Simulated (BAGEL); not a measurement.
# RI-MP2/def2-SVP (density fitting with qzvpp-jkfit) run of C3H4F2 (SMILES F/C=C/CF)

What is the energy change on altering one bond length of C3H4F2 at RI-MP2/def2-SVP (density fitting with qzvpp-jkfit)? 

The results are computed with BAGEL 1.2.2.

17 further runs of the same task are left out: 17 set aside as unsound or not needed.

### Step 1. The structure to begin with

The species is C3H4F2 (9 atoms), meant as a singlet with charge 0. SMILES: `F/C=C/CF`. Geometry: relaxed at GFN2-xTB. This is one conformer, not always the lowest.

Bond lengths: F1–C2 1.340 Å, C2–C3 1.319 Å, C3–C4 1.492 Å, C4–F5 1.370 Å, C2–H6 1.080 Å, C3–H7 1.079 Å, C4–H8 1.098 Å, C4–H9 1.097 Å. Some angles: F1–C2–C3 121.5°, C2–C3–C4 123.5°, C3–C4–F5 111.9°, F1–C2–H6 112.6°, C3–C2–H6 126.0°, C2–C3–H7 120.9°, C4–C3–H7 115.6°, C3–C4–H8 110.9°, C3–C4–H9 110.8°, F5–C4–H8 106.9°.

### Step 2. The energy at RI-MP2/def2-SVP (density fitting with qzvpp-jkfit)

Contents of input.json:

```json
{ "bagel" : [

{
  "title" : "molecule",
  "basis" : "svp",
  "df_basis" : "qzvpp-jkfit",
  "angstrom" : true,
  "geometry" : [
    { "atom" : "F", "xyz" : [    0.106490,    1.712920,    1.897720 ] },
    { "atom" : "C", "xyz" : [    0.084330,    1.141770,    0.685890 ] },
    { "atom" : "C", "xyz" : [   -0.028420,   -0.164490,    0.541730 ] },
    { "atom" : "C", "xyz" : [   -0.056610,   -0.846930,   -0.785020 ] },
    { "atom" : "F", "xyz" : [    0.055160,    0.043280,   -1.820550 ] },
    { "atom" : "H", "xyz" : [    0.169070,    1.862730,   -0.113280 ] },
    { "atom" : "H", "xyz" : [   -0.107530,   -0.812160,    1.401370 ] },
    { "atom" : "H", "xyz" : [   -1.001940,   -1.385880,   -0.928350 ] },
    { "atom" : "H", "xyz" : [    0.779440,   -1.551250,   -0.879520 ] }
  ]
},
{ "title" : "hf" },
{ "title" : "mp2", "ncore" : 5 }

]}
```

Started as:

```console
$ BAGEL_NUM_THREADS=1 BAGEL input.json > input.out
```

The log of the run:

```text
* using 1 threads per process

  ===============================================================
  ===============================================================

  *** Geometry ***

  { "atom" : "F", "xyz" : [      0.201237,      3.236950,      3.586171 ] },
  { "atom" : "C", "xyz" : [      0.159361,      2.157633,      1.296144 ] },
  { "atom" : "C", "xyz" : [     -0.053706,     -0.310841,      1.023721 ] },
  { "atom" : "C", "xyz" : [     -0.106977,     -1.600466,     -1.483473 ] },
  { "atom" : "F", "xyz" : [      0.104237,      0.081787,     -3.440341 ] },
  { "atom" : "H", "xyz" : [      0.319496,      3.520050,     -0.214068 ] },
  { "atom" : "H", "xyz" : [     -0.203202,     -1.534760,      2.648206 ] },
  { "atom" : "H", "xyz" : [     -1.893392,     -2.618934,     -1.754327 ] },
  { "atom" : "H", "xyz" : [      1.472928,     -2.931438,     -1.662052 ] },

  Number of auxiliary basis functions:      451

  Since a DF basis is specified, we compute 2- and 3-index integrals:
    o Being stored without compression. Storage requirement is 0.029 GB

  Number of basis functions:       90
  Number of electrons      :       40

    * METHOD: MOLECULE                             0.16

  *** RHF ***

  === Nuclear Repulsion ===
   168.0105793981

      * DIIS with orbital gradients will be used.

  === RHF iteration (svp) ===
      0       -314.34996045          0.01543504           0.05
      1       -314.48264555          0.00845260           0.04
      2       -314.52173650          0.00160914           0.04
      3       -314.52354507          0.00042008           0.05
      4       -314.52365573          0.00010319           0.06
      5       -314.52366426          0.00003223           0.05
      6       -314.52366544          0.00001678           0.04
      7       -314.52366571          0.00000372           0.04
      8       -314.52366572          0.00000196           0.04
      9       -314.52366573          0.00000063           0.04
     10       -314.52366573          0.00000027           0.04
     11       -314.52366573          0.00000009           0.04
     12       -314.52366573          0.00000004           0.04
     13       -314.52366573          0.00000001           0.04
     14       -314.52366573          0.00000000           0.04
    * SCF iteration converged.

    * Permanent dipole moment:
           (    0.068924,     0.739065,     0.045325) a.u.

    * METHOD: HF                                   0.84

  *** RHF ***

  === Nuclear Repulsion ===
   168.0105793981

      * DIIS with orbital gradients will be used.

  === RHF iteration (svp) ===
      0       -314.52366573          0.00000000           0.04
    * SCF iteration converged.

    * Permanent dipole moment:
           (    0.068924,     0.739065,     0.045325) a.u.

  === DF-MP2 calculation ===

    * freezing 5 orbitals
    * 3-index integral transformation done
    * assembly done

      MP2 correlation energy:   -0.7630071124      0.04

      MP2 total energy:       -315.2866728382

    * METHOD: MP2                                  0.14

  ===============================================================
```

It took 1.5 s on 1 thread of Intel Xeon 6975P-C (Granite Rapids), shared host; peak memory 0.11 GiB.

### Step 3. The distorted shape at the same level

Contents of input.json:

```json
{ "bagel" : [

{
  "title" : "molecule",
  "basis" : "svp",
  "df_basis" : "qzvpp-jkfit",
  "angstrom" : true,
  "geometry" : [
    { "atom" : "F", "xyz" : [    0.123405,    1.908887,    1.919347 ] },
    { "atom" : "C", "xyz" : [    0.101245,    1.337737,    0.707517 ] },
    { "atom" : "C", "xyz" : [   -0.028420,   -0.164490,    0.541730 ] },
    { "atom" : "C", "xyz" : [   -0.056610,   -0.846930,   -0.785020 ] },
    { "atom" : "F", "xyz" : [    0.055160,    0.043280,   -1.820550 ] },
    { "atom" : "H", "xyz" : [    0.185985,    2.058697,   -0.091653 ] },
    { "atom" : "H", "xyz" : [   -0.107530,   -0.812160,    1.401370 ] },
    { "atom" : "H", "xyz" : [   -1.001940,   -1.385880,   -0.928350 ] },
    { "atom" : "H", "xyz" : [    0.779440,   -1.551250,   -0.879520 ] }
  ]
},
{ "title" : "hf", "charge" : 0 },
{ "title" : "mp2", "charge" : 0, "ncore" : 5 }

]}
```

Started as:

```console
$ BAGEL_NUM_THREADS=1 BAGEL input.json > input.out
```

The log of the run:

```text
* using 1 threads per process

  ===============================================================
  ===============================================================

  *** Geometry ***

  { "atom" : "F", "xyz" : [      0.233202,      3.607274,      3.627040 ] },
  { "atom" : "C", "xyz" : [      0.191325,      2.527957,      1.337013 ] },
  { "atom" : "C", "xyz" : [     -0.053706,     -0.310841,      1.023721 ] },
  { "atom" : "C", "xyz" : [     -0.106977,     -1.600466,     -1.483473 ] },
  { "atom" : "F", "xyz" : [      0.104237,      0.081787,     -3.440341 ] },
  { "atom" : "H", "xyz" : [      0.351461,      3.890374,     -0.173199 ] },
  { "atom" : "H", "xyz" : [     -0.203202,     -1.534760,      2.648206 ] },
  { "atom" : "H", "xyz" : [     -1.893392,     -2.618934,     -1.754327 ] },
  { "atom" : "H", "xyz" : [      1.472928,     -2.931438,     -1.662052 ] },

  Number of auxiliary basis functions:      451

  Since a DF basis is specified, we compute 2- and 3-index integrals:
    o Being stored without compression. Storage requirement is 0.029 GB

  Number of basis functions:       90
  Number of electrons      :       40

    * METHOD: MOLECULE                             0.15

  *** RHF ***

  === Nuclear Repulsion ===
   163.0547610564

      * DIIS with orbital gradients will be used.

  === RHF iteration (svp) ===
      0       -314.30649319          0.01551075           0.05
      1       -314.43771818          0.00890249           0.04
      2       -314.48137540          0.00156429           0.05
      3       -314.48330796          0.00030535           0.05
      4       -314.48337894          0.00009889           0.04
      5       -314.48338822          0.00003322           0.05
      6       -314.48338962          0.00001938           0.05
      7       -314.48339000          0.00000517           0.05
      8       -314.48339004          0.00000337           0.06
      9       -314.48339005          0.00000126           0.06
     10       -314.48339006          0.00000041           0.06
     11       -314.48339006          0.00000019           0.07
     12       -314.48339006          0.00000007           0.06
     13       -314.48339006          0.00000002           0.04
     14       -314.48339006          0.00000001           0.05
    * SCF iteration converged.

    * Permanent dipole moment:
           (    0.063610,     0.676270,     0.031056) a.u.

    * METHOD: HF                                   0.88

  *** RHF ***

  === Nuclear Repulsion ===
   163.0547610564

      * DIIS with orbital gradients will be used.

  === RHF iteration (svp) ===
      0       -314.48339006          0.00000000           0.04
    * SCF iteration converged.

    * Permanent dipole moment:
           (    0.063610,     0.676270,     0.031056) a.u.

  === DF-MP2 calculation ===

    * freezing 5 orbitals
    * 3-index integral transformation done
    * assembly done

      MP2 correlation energy:   -0.7759151921      0.04

      MP2 total energy:       -315.2593052497

    * METHOD: MP2                                  0.14

  ===============================================================
```

It took 1.5 s on 1 thread of Intel Xeon 6975P-C (Granite Rapids), shared host; peak memory 0.11 GiB.

### Step 4. Outcome

At RI-MP2/def2-SVP (density fitting with qzvpp-jkfit), 5 core orbitals frozen:

| quantity | value |
| --- | --- |
| first shape: total energy | -315.28667 Eh |
| first shape: correlation energy (5 core orbitals frozen) | -763.0 mEh |
| distorted shape: total energy | -315.25931 Eh |
| distorted shape: correlation energy (5 core orbitals frozen) | -775.9 mEh |
| energy change with the C2–C3 bond stretched from 1.319 to 1.517 Å | 0.745 eV |

**Reading.** With the C2–C3 bond stretched from 1.319 to 1.517 Å the energy rises by 0.74 eV (17.2 kcal/mol). The first shape isn't relaxed at this level, so the change isn't measured from a minimum.
